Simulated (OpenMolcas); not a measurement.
# SiH2 (SMILES [SiH2]), step by step

Wanted: a single-point energy (UHF/6-31G*), then a single-point energy (CASSCF(2,2)/6-31G*), then the energy (CASPT2(2,2)/6-31G*), then a single-point energy (SC-NEVPT2(2,2)/6-31G*), then the energy (MRCI(2,2)/6-31G*) of SiH2. 

Program for the calculation: OpenMolcas 26.06.

### 1 The structure to begin with

SiH2: 3 atoms, total charge 0, spin state singlet. SMILES: `[SiH2]`. The Si1–H3 distance was set to 2.670 Å, away from the relaxed value. At this shape a bond of the SMILES string is far longer than usual.

Bond lengths: Si1–H2 1.525 Å.

### 2 A single-point energy at UHF/6-31G(d) (spherical functions) (run 1)

The input, step1.inp:

```
&GATEWAY
 BasLib
 $CurrDir
 Coord
 3
 angstrom
 Si      -0.597775       1.605455      -0.142125
 H        0.733725       1.715455       0.593975
 H       -0.349100      -1.047200      -0.308900
 Basis
 6-31Gs
 Group
 NoSym

&SEWARD

&SCF
 UHF
 Scramble
 0.25
 PrOrbitals
 1 1
```

The basis set 6-31G* is read from a file made from the Basis Set Exchange's data (not shown).

Started as:

```sh
$ export MOLCAS_MEM=1860
$ pymolcas step1.inp > step1.log
```

What it wrote, cut to the lines that bear on the results:

```text
--- Start Module: gateway ---
[...]
--- Stop Module: gateway /rc=_RC_ALL_IS_WELL_ ---
--- Start Module: seward ---
[...]
      Basis functions           22
--- Stop Module: seward /rc=_RC_ALL_IS_WELL_ ---
--- Start Module: scf ---
[...]
       Convergence after  45 Iterations
[...]
::    Total SCF energy                               -289.9156500866
[...]
      Total spin, S                                     0.5198973411
[...]
      Total electronic charge=   16.000000
      Total            charge=   -0.000000
[...]
      Dipole Moment (debye):
      Origin of the operator (angstrom)=   -0.5447    1.5200   -0.1230
                   X=  3.1342E-01               Y=  6.1126E-01               Z=  2.3987E-01           Total=  7.2761E-01
      Quadrupole Moment (debye*angstrom):
[...]
--- Stop Module: scf /rc=_RC_ALL_IS_WELL_ ---
[...]
```

Run time: 2.5 s. Hardware: 1 thread of Arm Neoverse V1, shared host; peak memory 0.37 GiB.

### 3 A single-point energy at CASSCF(2,2)/6-31G(d) (spherical functions) (run 2)

The input, step2.input:

```
&GATEWAY
BasLib=$CurrDir
Coord
3
angstrom
Si      -0.597775       1.605455      -0.142125
H        0.733725       1.715455       0.593975
H       -0.349100      -1.047200      -0.308900
Basis=6-31Gs
Group=NoSym
&SEWARD
&RASSCF
FileOrb=$CurrDir/step1.UnaOrb
Spin=1
Nactel=2 0 0
Inactive=7
Ras2=2
OrbListing=Nothing
```

The basis set 6-31G* is read from a file made from the Basis Set Exchange's data (not shown).

Started as:

```sh
$ export MOLCAS_MEM=1860
$ pymolcas step2.input > step2.log
```

What it wrote, cut to the lines that bear on the results:

```text
--- Start Module: gateway ---
[...]
--- Stop Module: gateway /rc=_RC_ALL_IS_WELL_ ---
--- Start Module: seward ---
[...]
      Basis functions           22
--- Stop Module: seward /rc=_RC_ALL_IS_WELL_ ---
--- Start Module: rasscf ---
[...]
      Number of active orbitals                  2
[...]
      Spin quantum number                      0.0
[...]
      Active orbitals                            2
[...]
      Number of CSFs                             3
[...]
      Number of root(s) required                 1
[...]
      Convergence after 15 iterations
[...]
      printout of CI-coefficients larger than  0.05 for root  1
      energy=    -289.933434
      conf/sym  11     Coeff  Weight
             1  20  -0.93017 0.86521
             3  02   0.36714 0.13479
      Natural orbitals and occupation numbers for root  1
      sym 1:   1.730415   0.269585
      ************************************************************************************************************************
      *                                                    Final results                                                     *
[...]
::    RASSCF root number  1 Total energy:   -289.93343441
[...]
      Total electronic charge=   16.000000
      Total            charge=   -0.000000
[...]
      Dipole Moment (debye):
      Origin of the operator (angstrom)=   -0.5447    1.5200   -0.1230
                   X=  2.7730E-01               Y=  1.1548E+00               Z=  2.8212E-01           Total=  1.2207E+00
      Quadrupole Moment (debye*angstrom):
[...]
--- Stop Module: rasscf /rc=_RC_ALL_IS_WELL_ ---
[...]
```

Wall time 1.8 s (1 thread of Arm Neoverse V1, shared host); peak memory 0.37 GiB.

### 4 A single-point energy at CASPT2(2,2)/6-31G(d) (spherical functions) (run 3)

The input, step3.input:

```
* H2Si CASPT2

&GATEWAY
  BASLIB = $CurrDir
  COORD
  3
  angstrom
  Si      -0.597775       1.605455      -0.142125
  H        0.733725       1.715455       0.593975
  H       -0.349100      -1.047200      -0.308900
  BASIS = 6-31Gs
  GROUP = NoSym

&SEWARD

&RASSCF
  FILEORB = $CurrDir/step2.RasOrb
  SPIN = 1
  NACTEL = 2 0 0
  INACTIVE = 7
  RAS2 = 2
  ORBLISTING = Nothing

&CASPT2
  IMAGINARY = 0.1
  FROZEN = 5
```

The basis set 6-31G* is read from a file made from the Basis Set Exchange's data (not shown).

Started as:

```sh
$ export MOLCAS_MEM=1860
$ pymolcas step3.input > step3.log
```

What it wrote, cut to the lines that bear on the results:

```text
--- Start Module: gateway ---
[...]
--- Stop Module: gateway /rc=_RC_ALL_IS_WELL_ ---
[...]
      Basis functions           22
[...]
--- Start Module: rasscf ---
[...]
      Number of active orbitals                  2
[...]
      Spin quantum number                      0.0
[...]
      Active orbitals                            2
[...]
      Number of CSFs                             3
[...]
      Number of root(s) required                 1
[...]
      Convergence after  4 iterations
[...]
      printout of CI-coefficients larger than  0.05 for root  1
      energy=    -289.933434
      conf/sym  11     Coeff  Weight
             1  20  -0.93017 0.86521
             3  02   0.36714 0.13479
      Natural orbitals and occupation numbers for root  1
      sym 1:   1.730414   0.269586
      ************************************************************************************************************************
      *                                                    Final results                                                     *
[...]
::    RASSCF root number  1 Total energy:   -289.93343441
[...]
      Total electronic charge=   16.000000
      Total            charge=   -0.000000
[...]
      Dipole Moment (debye):
      Origin of the operator (angstrom)=   -0.5447    1.5200   -0.1230
                   X=  2.7731E-01               Y=  1.1548E+00               Z=  2.8213E-01           Total=  1.2207E+00
      Quadrupole Moment (debye*angstrom):
[...]
--- Stop Module: rasscf /rc=_RC_ALL_IS_WELL_ ---
--- Start Module: caspt2 ---
[...]
 ###    WARNING: User changed nr of frozen orbitals.                         ###
 ###############################################################################
[...]
      E2 (Variational):          -0.0555921808
      Total energy:            -289.9890265872
[...]
      Reference weight:           0.96883
[...]
::    CASPT2 Root  1     Total energy:   -289.98902659
[...]
--- Stop Module: caspt2 /rc=_RC_ALL_IS_WELL_ ---
[...]
```

Run time: 1.7 s. Hardware: 1 thread of Arm Neoverse V1, shared host; peak memory 0.37 GiB.

### 5 A single-point energy at SC-NEVPT2(2,2)/6-31G(d) (spherical functions) (run 4)

The input, step4.input:

```
&GATEWAY
BASLIB=$CurrDir
COORD
3
angstrom
Si      -0.597775       1.605455      -0.142125
H        0.733725       1.715455       0.593975
H       -0.349100      -1.047200      -0.308900
BASIS=6-31Gs
GROUP=NoSym
&SEWARD
&RASSCF
FILEORB=$CurrDir/step2.RasOrb
SPIN=1
NACTEL=2 0 0
INACTIVE=7
RAS2=2
ORBLISTING=Nothing
&CASPT2
SC-NEVPT2
FROZEN=5
```

The basis set 6-31G* is read from a file made from the Basis Set Exchange's data (not shown).

Started as:

```sh
$ export MOLCAS_MEM=1860
$ pymolcas step4.input > step4.log
```

What it wrote, cut to the lines that bear on the results:

```text
--- Start Module: gateway ---
[...]
--- Stop Module: gateway /rc=_RC_ALL_IS_WELL_ ---
[...]
      Basis functions           22
[...]
--- Start Module: rasscf ---
[...]
      Number of active orbitals                  2
[...]
      Spin quantum number                      0.0
[...]
      Active orbitals                            2
[...]
      Number of CSFs                             3
[...]
      Number of root(s) required                 1
[...]
      Convergence after  4 iterations
[...]
      printout of CI-coefficients larger than  0.05 for root  1
      energy=    -289.933434
      conf/sym  11     Coeff  Weight
             1  20  -0.93017 0.86521
             3  02   0.36714 0.13479
      Natural orbitals and occupation numbers for root  1
      sym 1:   1.730414   0.269586
      ************************************************************************************************************************
      *                                                    Final results                                                     *
[...]
::    RASSCF root number  1 Total energy:   -289.93343441
[...]
      Total electronic charge=   16.000000
      Total            charge=   -0.000000
[...]
      Dipole Moment (debye):
      Origin of the operator (angstrom)=   -0.5447    1.5200   -0.1230
                   X=  2.7731E-01               Y=  1.1548E+00               Z=  2.8213E-01           Total=  1.2207E+00
      Quadrupole Moment (debye*angstrom):
[...]
--- Stop Module: rasscf /rc=_RC_ALL_IS_WELL_ ---
--- Start Module: caspt2 ---
[...]
 ###    WARNING: User changed nr of frozen orbitals.                         ###
 ###############################################################################
[...]
      E2 (Variational):          -0.0557249221
[...]
      E2 (Variational):          -0.0557138510
      Total energy:            -289.9891482574
[...]
      Reference weight:           0.96839
[...]
::    SC-NEVPT2 Root  1     Total energy:   -289.98914826
[...]
--- Stop Module: caspt2 /rc=_RC_ALL_IS_WELL_ ---
[...]
```

It took 1.7 s on 1 thread of Arm Neoverse V1, shared host; peak memory 0.37 GiB.

### 6 A single-point energy at MRCI(2,2)/6-31G(d) (spherical functions) (run 5)

The input, step5.input:

```
&GATEWAY
BasLib=$CurrDir
Coord
3
angstrom
Si      -0.597775       1.605455      -0.142125
H        0.733725       1.715455       0.593975
H       -0.349100      -1.047200      -0.308900
Basis=6-31Gs
Group=NoSym
&SEWARD
&RASSCF
FileOrb=$CurrDir/step2.RasOrb
Spin=1
Nactel=2 0 0
Inactive=7
Ras2=2
OrbListing=Nothing
&MOTRA
LumOrb
Frozen=5
&GUGA
Electrons=6
Spin=1
Inactive=2
Active=2
CIAll=1
&MRCI
SDCI
```

The basis set 6-31G* is read from a file made from the Basis Set Exchange's data (not shown).

Started as:

```sh
$ export MOLCAS_MEM=1860
$ pymolcas step5.input > step5.log
```

What it wrote, cut to the lines that bear on the results:

```text
--- Start Module: gateway ---
[...]
--- Stop Module: gateway /rc=_RC_ALL_IS_WELL_ ---
[...]
      Basis functions           22
[...]
      Number of active orbitals                  2
[...]
      Spin quantum number                      0.0
[...]
      Active orbitals                            2
[...]
      Number of CSFs                             3
[...]
      Number of root(s) required                 1
[...]
      Convergence after  4 iterations
[...]
      printout of CI-coefficients larger than  0.05 for root  1
      energy=    -289.933434
      conf/sym  11     Coeff  Weight
             1  20  -0.93017 0.86521
             3  02   0.36714 0.13479
      Natural orbitals and occupation numbers for root  1
      sym 1:   1.730414   0.269586
      ************************************************************************************************************************
      *                                                    Final results                                                     *
[...]
::    RASSCF root number  1 Total energy:   -289.93343441
[...]
      Dipole Moment (debye):
      Origin of the operator (angstrom)=   -0.5447    1.5200   -0.1230
                   X=  2.7731E-01               Y=  1.1548E+00               Z=  2.8213E-01           Total=  1.2207E+00
      Quadrupole Moment (debye*angstrom):
[...]
      *** WARNING: Default frozen orbitals is overwritten by user input.
      *** Default values:   2
[...]
--- Start Module: guga ---
[...]
--- Stop Module: guga /rc=_RC_ALL_IS_WELL_ ---
--- Start Module: mrci ---
[...]
       (But an ACPF correction will be computed)
       USE THE DEFAULT ACPF G-VALUE GFAC=  0.33333333333333331
[...]
                      CI ENERGY:  -290.00811332
[...]
                ACPF CORRECTION:    -0.00326002
[...]
      Total electronic charge=   16.000000
      Total            charge=    0.000000
[...]
     ACPF CORRECTION:     -0.00326002
[...]
  CI State   1     Total energy:   -290.00811332     QDav:     -0.00499914     QACPF:     -0.00326002
[...]
--- Stop Module: mrci /rc=_RC_ALL_IS_WELL_ ---
[...]
```

Run time: 1.7 s. Hardware: 1 thread of Arm Neoverse V1, shared host; peak memory 0.37 GiB.

### 7 What came out

| quantity | value |
| --- | --- |
| run 1, UHF/6-31G*: total energy | -289.91565 Eh |
| run 1, UHF/6-31G*: dipole moment | 0.73 D |
| run 1, UHF/6-31G*: HOMO energy | -8.15 eV |
| run 1, UHF/6-31G*: LUMO energy | -0.10 eV |
| run 1, UHF/6-31G*: HOMO–LUMO gap | 8.05 eV |
| run 1, UHF/6-31G*: ⟨S²⟩ | 0.790 |
| run 2, CASSCF(2,2)/6-31G*: total energy | -289.93343 Eh |
| run 2, CASSCF(2,2)/6-31G*: dipole moment (CASSCF density) | 1.22 D |
| run 3, CASPT2(2,2)/6-31G*: total energy | -289.98903 Eh |
| run 3, CASPT2(2,2)/6-31G*: dipole moment (CASSCF density) | 1.22 D |
| run 4, SC-NEVPT2(2,2)/6-31G*: total energy | -289.98915 Eh |
| run 4, SC-NEVPT2(2,2)/6-31G*: dipole moment (CASSCF density) | 1.22 D |
| run 5, MRCI(2,2)/6-31G*: total energy | -290.00811 Eh |
| run 5, MRCI(2,2)/6-31G*: dipole moment (CASSCF density) | 1.22 D |

**Reading.** ⟨S²⟩ (run 1, UHF/6-31G*) is 0.79 where a pure singlet has 0.00: the reference is spin-contaminated. Mulliken charges (run 1, UHF/6-31G*) run from -0.16 on H2 to +0.20 on Si1; they depend strongly on the basis. Mulliken charges (run 2, CASSCF(2,2)/6-31G*) run from -0.16 on H2 to +0.23 on Si1; they depend strongly on the basis.
